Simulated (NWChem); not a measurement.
System: C₃H₈O; SMILES CCOC

```xyz
12

C      0.4757     1.5528     0.1308
C     -0.6159     0.5773    -0.2747
O     -0.5352    -0.6679     0.3634
C      0.4718    -1.5054    -0.1104
H      0.3033     2.5354    -0.3347
H      0.4840     1.6854     1.2234
H      1.4755     1.2123    -0.1791
H     -1.6004     0.9906    -0.0029
H     -0.6168     0.4439    -1.3773
H      1.4903    -1.1175     0.0857
H      0.3826    -1.6836    -1.2017
H      0.3739    -2.4715     0.4053
```
Atoms are numbered in this order, from 1.

Results from NWChem. All runs use the structure optimised with PBE0/def2-SVP. B3LYP is NWChem's, with the RPA form of VWN correlation.

For level LDA (Slater exchange, VWN5)/def2-TZVPD:

```
Property                     Result
---------------------------  ------
highest occupied level (eV)   -5.93
orbital gap (eV)               5.66
```

Question: How do the values read with level B3LYP/def2-TZVPD instead?

Answer: 
| Quantity | Value |
|---|---|
| highest occupied level (eV) | -7.16 |
| orbital gap (eV) | 7.27 |
